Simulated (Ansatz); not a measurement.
## Al$_{2}$, singlet: vertical spin and charge gaps

Geometry (PBE0/def2-TZVP stationary point for this spin):

```xyz
2

Al    0.0000    0.0000    0.0000
Al    0.0000    0.0000    3.0310
```

Basis cc-pVDZ; Ansatz 0.2.0. Correlated methods freeze the noble-gas cores. R marks a restricted (for open shells ROHF) determinant.

Gaps are energies of the second state less the first, at fixed atoms, for a selection of the levels run; each method lands on the state that its own search finds for that charge and spin.

Removing an electron, to the doublet: 5.486 eV at full CI (singlet Ag, doublet ion Ag, in D2h).

```json
{"level": "RHF", "gap (eV)": "4.806", "error (meV)": "-680"}
{"level": "RMP2", "gap (eV)": "5.220", "error (meV)": "-266"}
{"level": "CISD", "gap (eV)": "5.283", "error (meV)": "-203"}
{"level": "RCCSD", "gap (eV)": "5.414", "error (meV)": "-72"}
{"level": "RCCSD(T)", "gap (eV)": "5.453", "error (meV)": "-33"}
{"level": "BCCD(T)", "gap (eV)": "5.454", "error (meV)": "-32"}
{"level": "RCCSDT", "gap (eV)": "5.469", "error (meV)": "-17"}
{"level": "CISDTQ", "gap (eV)": "5.467", "error (meV)": "-19"}
{"level": "RCCSDT(Q)", "gap (eV)": "5.479", "error (meV)": "-7"}
```

Triplet less singlet: -0.240 eV at full CI (singlet Ag, triplet B3u, in D2h).

```tsv
level	gap (eV)	error (meV)
RHF	-0.390	-150
RMP2	-0.372	-132
CISD	-0.322	-82
RCCSD	-0.209	31
RCCSD(T)	-0.239	1
BCCD(T)	-0.239	1
RCCSDT	-0.250	-10
CISDTQ	-0.254	-14
RCCSDT(Q)	-0.245	-5
```

Full CI is exact within this basis and frozen core; it isn't the basis-set limit.
